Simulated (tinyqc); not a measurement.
Inside a calculation. Method: Pariser-Parr-Pople SCF with singles CI, for the molecule C=C(Cl)C(=O)F (SMILES; centres numbered as the heavy atoms are written). One step of it, computed by the program tinyqc.

Problem. Singles CI, singlets. Over the 6 single excitations with the smallest orbital gaps: A = (e_a - e_i) delta + 2 (ia|jb) - (ij|ab), with (pq|rs) = sum c_mp c_mq gamma_mn c_nr c_ns. f = 2/3 w |mu|^2 in atomic units, mu = sqrt2 sum c_ia sum_m c_mi c_ma R_m.

orbital energies (eV): -19.668893  -14.980754  -13.370321  -11.494019  -1.610742  1.807287

coefficients:
```
,MO1,MO2,MO3,MO4,MO5,MO6
1C,0.029708,0.317803,0.015549,0.616487,0.620387,0.364610
2C,0.082723,0.533212,-0.020316,0.468193,-0.407925,-0.568174
3Cl,0.024686,0.598521,-0.622063,-0.477816,0.118891,0.108435
4C,0.262993,0.318754,0.372692,-0.052887,-0.514723,0.650072
5O,0.112934,0.339095,0.668150,-0.411560,0.397509,-0.313752
6F,0.953806,-0.199675,-0.164496,0.015871,0.107837,-0.106981
```

repulsion gamma_rs (eV), lower triangle:
```
,1C,2C,3Cl,4C,5O,6F
1C,11.130000
2C,7.554960,11.130000
3Cl,5.329463,7.828438,13.000000
4C,5.239602,7.553862,5.328307,11.130000
5O,3.728910,5.413514,4.831401,8.106459,15.200000
6F,4.903463,5.578607,3.792446,8.694819,5.650208,21.400000
```

Centres (angstrom, eV; a flat drawing with bonds scaled to 1.40 angstrom):
```
centre,x,y,core charge z,W,gamma_rr
1C,1.400000,1.212000,1,11.160000,11.130000
2C,0.700000,0.000000,1,11.160000,11.130000
3Cl,1.400000,-1.212000,2,26.000000,13.000000
4C,-0.700000,0.000000,1,11.160000,11.130000
5O,-1.400000,-1.212000,1,17.700000,15.200000
6F,-1.400000,1.212000,2,39.000000,21.400000
```

Give: singlet CI matrix; singlet excitation energies; oscillator strengths.

Solution.

singlet CI matrix (eV), lower triangle:
```
,4>5,3>5,4>6,2>5,3>6,2>6
4>5,5.1986
3>5,-0.3014,6.5413
4>6,-0.0765,-0.1906,7.5091
2>5,-0.1534,0.2227,0.1060,7.6569
3>6,-0.3062,0.0813,-0.0627,0.2980,9.2472
2>6,-0.1313,0.6227,-0.1149,-0.1856,-0.0912,10.3340
```

singlet excitation energies (eV): 5.1064  6.4094  7.4924  7.6881  9.3311  10.4597

oscillator strengths: 0.6250  0.3678  0.1154  0.0111  0.1259  0.0333
